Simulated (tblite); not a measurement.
Species: B2H4 (charge -1 and doublet state).
Bonds: B1–B2. Hydrogens: H3, H4 on B1; H5, H6 on B2.

Computed with GFN2-xTB (tblite), gas phase: L-BFGS steps from a force-field or distance-geometry start until the largest atomic force falls under 0.01 eV/Å.

The end geometry, which sets the zero of energy:
```
atom  x, y, z in Å
B1      0.7906    0.0472   -0.0017
B2     -0.7901   -0.0464   -0.0058
H3      1.4388    1.0897   -0.0364
H4      1.5554   -0.9132    0.0383
H5     -1.5546    0.9147   -0.0461
H6     -1.4369   -1.0901    0.0301
```

Task: These geometries come from the run, each turned onto the end geometry. Order them by energy, lowest first.
A.
```
atom  x, y, z in Å
B1      0.7893    0.0601    0.0104
B2     -0.7858   -0.0484    0.0048
H3      1.4314    1.1027   -0.0021
H4      1.5273   -0.9284   -0.0082
H5     -1.5361    0.9153   -0.0924
H6     -1.4230   -1.0994    0.0659
```
B.
```
atom  x, y, z in Å
B1      0.7868    0.0488    0.0027
B2     -0.7899   -0.0433    0.0078
H3      1.4343    1.1000   -0.0067
H4      1.5383   -0.9256    0.0019
H5     -1.5472    0.9166   -0.0853
H6     -1.4191   -1.0946    0.0580
```
C.
```
atom  x, y, z in Å
B1      0.7861    0.0443    0.0341
B2     -0.8128   -0.0606    0.0380
H3      1.4490    1.0826    0.1330
H4      1.6349   -0.8883   -0.1689
H5     -1.5369    0.8785   -0.2531
H6     -1.5171   -1.0547    0.1953
```
D.
```
atom  x, y, z in Å
B1      0.7327   -0.0050   -0.1159
B2     -0.7707   -0.1389   -0.2528
H3      1.2208    1.0308    0.4022
H4      1.5997   -0.8765   -0.2529
H5     -1.4163    0.9129   -0.2993
H6     -1.3631   -0.9214    0.4971
```
E.
```
atom  x, y, z in Å
B1      0.8020    0.0364    0.0354
B2     -0.7831   -0.0632    0.0132
H3      1.4431    1.0922    0.0868
H4      1.5680   -0.8800   -0.1185
H5     -1.5334    0.8915   -0.1958
H6     -1.4934   -1.0750    0.1573
```

Result: B (0.005 eV), A (0.010 eV), E (0.054 eV), C (0.109 eV), D (0.674 eV).

In the order of the answer:

| step | E above end (eV) | largest force (eV/Å) | rms force component (eV/Å) | rms distance from end (Å) | rms bond change (Å) | bond most changed (Å) |
| --- | --- | --- | --- | --- | --- | --- |
| 18 | 0.005 | 0.12 | 0.058 | 0.031 | 0.004 | B1–H3 +0.007 |
| 16 | 0.010 | 0.22 | 0.081 | 0.039 | 0.004 | B1–H4 +0.005 |
| 12 | 0.054 | 0.45 | 0.172 | 0.120 | 0.014 | B1–H4 -0.024 |
| 8 | 0.109 | 0.66 | 0.239 | 0.164 | 0.024 | B1–H4 +0.049 |
| 2 | 0.674 | 2.45 | 0.837 | 0.355 | 0.033 | B1–B2 -0.068 |

What follows is the cost of the whole relaxation. Hardware: one thread, Arm Neoverse V1 (aarch64) (shared host). Cost: under 0.1 s.
